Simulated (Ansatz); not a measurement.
```yaml
crystal:
  periodic: [false, false, false]
  atoms:
    - {symbol: Al, position_ang: [-0.701072, 0.444257, -0.653039]}
    - {symbol: B, position_ang: [0.862189, -0.302387, 0.583765]}
    - {symbol: Cl, position_ang: [0.537080, -1.764489, 1.499940]}
    - {symbol: H, position_ang: [-0.841368, -0.039862, -2.161862]}
    - {symbol: H, position_ang: [-1.776992, 1.460342, -0.069695]}
    - {symbol: H, position_ang: [1.962062, 0.138140, 0.754792]}
basis:
  gaussian: {orbitals: def2-SVPD}
hamiltonian: {xc: {name: B3LYP-D3}, dispersion: d3bj}
output: {forces: true}
```

```sh
$ ansatz run in.yaml --threads 2 --pin off --events-out ev --progress --plain --max-ram 4352MiB
```

Shortened log:

```
Error: YAML parse error: error: line 12 column 19: hamiltonian.xc: no functional is named "B3LYP-D3"; the names, which are not case-sensitive, are SVWN5, SPW92, PBE, PBE0, PBEsol, revPBE, revPBE0, RPBE, rPW86-PBE, HSE06, wPBEh, LC-wPBE, HISS, HF, BLYP, B3LYP, B3LYP5, BHLYP, CAM-B3LYP, r2SCAN, r2SCANh, r2SCAN0, r2SCAN50, m-r2SCAN, B97, wB97, wB97X, wB97X-V, B97M-V, wB97M-V, B2PLYP, B2GP-PLYP, PBE0-DH, PBE-QIDH
10 | basis:
11 |   gaussian: {orbitals: def2-SVPD}
12 | hamiltonian: {xc: {name: B3LYP-D3}, dispersion: d3bj}
13 | output: {forces: true}
```

Q: Something in this input is off. What?

A: The method's name isn't one that the program takes here. The program refused the input.

HSE06 is defined as in plane-wave codes.
